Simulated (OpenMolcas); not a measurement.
**SiH2S (SMILES [SiH]S): methods side by side**

The species is SiH2S (4 atoms), meant as a singlet with charge 0. SMILES: `[SiH]S`. Geometry: relaxed at PBE0-D4/def2-TZVP.

Each level gives the vertical energy of the triplet above the singlet (eV). The values are calculated.

```tsv
level	kind	program	value (eV)	less FCI/STO-3G	CPU time (all runs)
HF/STO-3G, open shells restricted	Hartree–Fock	OpenMolcas	1.83	-0.48	4 s
PBE/STO-3G	GGA	OpenMolcas	2.62	+0.31	9.8 s
B3LYP/STO-3G	global hybrid	OpenMolcas	2.63	+0.32	11 s
M06-2X/STO-3G	hybrid meta-GGA	OpenMolcas	2.50	+0.19	13 s
PBE0/STO-3G	global hybrid	OpenMolcas	2.46	+0.15	9.7 s
CASPT2(2,2)/STO-3G	multireference	OpenMolcas	2.31	0.00	3.3 s
CASSCF(2,2)/STO-3G	multireference	OpenMolcas	2.14	-0.17	3.4 s
MRCI(2,2)/STO-3G	multireference	OpenMolcas	2.27	-0.04	3.5 s
FCI/STO-3G, open shells restricted	exact in the basis	OpenMolcas	2.31	0.00	8.5 s
```

FCI/STO-3G, open shells restricted is exact within its basis and frozen core, so for wave-function methods in that basis the difference is their error; functionals converge differently with the basis, so for them it is only a difference. The values span 1.83 to 2.63 eV. All rows use very small basis sets, so even the best lies far from the true value. CPU times are rough (shared hosts, several kinds of processor): they show what a rung costs within a factor of a few.
